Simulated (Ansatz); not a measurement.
A calculation with Ansatz (development build ahead of 0.2.0).

```yaml
crystal:
  periodic: [false, false, false]
  atoms:
    - { symbol: C, position_ang: [0.87006, 0.00053, -0.0003] }
    - { symbol: C, position_ang: [-0.43508, 0.75322, 0.00042] }
    - { symbol: C, position_ang: [-0.43593, -0.75458, -0.00071] }
    - { symbol: H, position_ang: [1.45445, 0.00022, 0.9179] }
    - { symbol: H, position_ang: [-0.72664, 1.26055, 0.91671] }
    - { symbol: H, position_ang: [-0.72695, -1.26095, 0.91782] }
    - { symbol: H, position_ang: [1.45446, -0.0003, -0.91666] }
    - { symbol: H, position_ang: [-0.72684, 1.26088, -0.91698] }
    - { symbol: H, position_ang: [-0.72731, -1.25973, -0.91745] }
basis:
  gaussian: { orbitals: def2-SVP }
hamiltonian:
  xc: hf
```

The input is written out in the form of the current development build from the run's settings.

Results

```yaml
Converged: yes
Total_energy: -116.97696 hartree
Spin_squared_of_the_determinant: 0.000
```
